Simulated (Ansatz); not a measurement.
Stepwise substitution at one centre (C H-Cl). Gas-phase values, no solvent. Strings in code marks are SMILES.

Quantity: redistribution energy (mixed species minus the weighted end members), in eV.

A: 2 of 4 H replaced by Cl: `ClCCl`
B: 3 of 4 H replaced by Cl: `ClC(Cl)Cl`
C: 1 of 4 H replaced by Cl: `CCl`

Question: Rank these by redistribution energy (mixed species minus the weighted end members) (lowest first), as frozen-core MP2/cc-pVQZ // B3LYP-D3(BJ)/def2-TZVP (Ansatz, a program for electronic structure) gives it.

Answer: B (-0.121 eV), A (-0.108 eV), C (-0.038 eV)
